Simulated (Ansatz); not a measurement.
Mulliken charges of FHO, SMILES `OF` from r2SCAN/def2-TZVPP in Ansatz (PBE0-D4/def2-TZVP geometry).

```tsv
atom	x (Å)	y (Å)	z (Å)	charge (e)
O1	0.431	-0.210	0.216	-0.125
F2	-0.222	1.015	-0.011	-0.112
H3	-0.209	-0.804	-0.205	0.238
```

By hand: the dipole of these point charges (1 e Å = 4.8032 D).

Σ q r = (-0.079, -0.279, -0.075) e Å, of length 0.300 e Å = 1.44 D.

How does the dipole of the full density compare? (Estimate.)

Computed: (-0.183, -0.330, -0.138) e Å, 1.93 D; the point charges give 0.75 times that, at 14° from its direction.

Point charges leave out the atoms' own dipoles, such as those of lone pairs, and Mulliken's split depends on the basis, so the two needn't agree.
